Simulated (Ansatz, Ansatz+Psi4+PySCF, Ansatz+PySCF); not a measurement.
```xyz
2

C     0.0000    0.0000    0.1601
H     0.0000    0.0000   -1.5207
```

Basis set: cc-pVTZ (spherical functions). Correlated methods keep 1 orbital frozen. Correlation on ROHF uses semicanonical orbitals with singles. Charge 0, multiplicity 2.

Computed with Ansatz (development build ahead of 0.2.0); each method stands on the lowest determinant of its kind that the runs found.

The atomization energy at this shape (free ground-state atoms in the same class of orbitals less the molecule, no zero-point energy) of doublet CH:

```csv
method,atomization energy
ROHF-CCSD(T),1.88 eV
UHF-MP2,1.18 eV
ROHF,0.36 eV
UHF,0.58 eV
```

(1) What does ROHF-MP2 give?

Results:

(1) 1.48 eV. Caution: the shape is not the minimum. Caution for UHF-MP2: another reference gives a lower total; large amplitudes, a single reference is doubtful. Caution for UHF-MP2, UHF: the determinant breaks the point group; the unrestricted determinant is spin contaminated.
